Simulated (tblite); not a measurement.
Compound: C2H4F2N (doublet state).
Structure used (GFN2-xTB), in Å, numbered top down from 1:
```xyz
9
C2H4F2N angstrom
C     -1.111    0.194   -0.129
N      0.117   -0.545    0.033
C      1.293    0.160    0.269
F      1.581    1.079   -0.682
F      2.363   -0.650    0.433
H     -1.495    0.586    0.819
H     -1.855   -0.468   -0.568
H     -0.930    1.026   -0.806
H      0.051   -1.377    0.604
```

Computed values, GFN2-xTB/tblite, gas phase, harmonic and unscaled. Against measured fundamentals such values can be off by several per cent, at times by over 20. One conformer, not necessarily the lowest. Open shells enter through the occupations alone, without spin polarisation, and single modes of such species can be off by tens of per cent.

Harmonic wavenumbers (cm⁻¹): 85.3, 156.0, 225.7, 411.3, 460.8, 509.6, 636.1, 937.1, 1043.3, 1101.5, 1107.0, 1160.0, 1249.9, 1394.5, 1410.6, 1465.4, 1472.9, 2924.7, 3026.8, 3041.1, 3423.1.

A = 9540, B = 3882, C = 2868 MHz; mass 80.031 u (most abundant isotopes); point group C1, symmetry number 1; spin multiplicity 2.

Task: Zero-point energy?

Result: ½Σν̃ = 13621 cm⁻¹ = 38.95 kcal/mol.

Task: Entropy at 298.15 K, 1 bar (ideal gas, RRHO, classical rotation)?

Result: Translation 39.08, rotation 25.52, vibration 11.45, spin (R ln 2) 1.38: S = 77.4 cal/(mol K).

Task: And Cp and H(298.15 K) − H(0)?

Result: Cp = 20.69 cal/(mol K), of which vibrations give 12.75 (their classical limit is 21 R = 41.7); H(298.15 K) − H(0) = 4.26 kcal/mol without the zero-point energy, 1.89 from vibrations.

Task: What must be added to the electronic energy to get the Gibbs energy at 298.15 K and 1 bar?

Result: ZPE + [H(298.15 K) − H(0)] − T·S = 38.95 + 4.26 − 23.09 = 20.12 kcal/mol.

Task: Which modes carry the vibrational entropy at 298.15 K?

Result: 85.3 cm⁻¹: 3.77; 156.0 cm⁻¹: 2.60; 225.7 cm⁻¹: 1.91; 411.3 cm⁻¹: 0.92; 460.8 cm⁻¹: 0.76; 509.6 cm⁻¹: 0.63 cal/(mol K); the other 15 give 0.86 together.

Task: How do the functions run with temperature in this model?

Result: 
```
T (K)  S (cal/(mol K))  Cp (cal/(mol K))  H − H(0) (kcal/mol)  G − H(0) (kcal/mol)  ln q(vib)
  100             60.2              12.3                 0.98                -5.03       0.50
  200             70.0              16.6                 2.43               -11.58       1.52
  300             77.6              20.8                 4.30               -18.97       2.59
  500             90.0              28.3                 9.24               -35.77       4.73
  800            105.1              35.6                18.94               -65.12       7.81
 1000            113.4              38.7                26.39               -86.99       9.73
```

q(vib) and H(0) count from the zero-point level.

Hindered rotation and anharmonicity are outside this model. Other conformers, if any are populated, would add a mixing term that is left out. The structure is chiral; the term R ln 2 for an equal mix with its mirror image is left out.
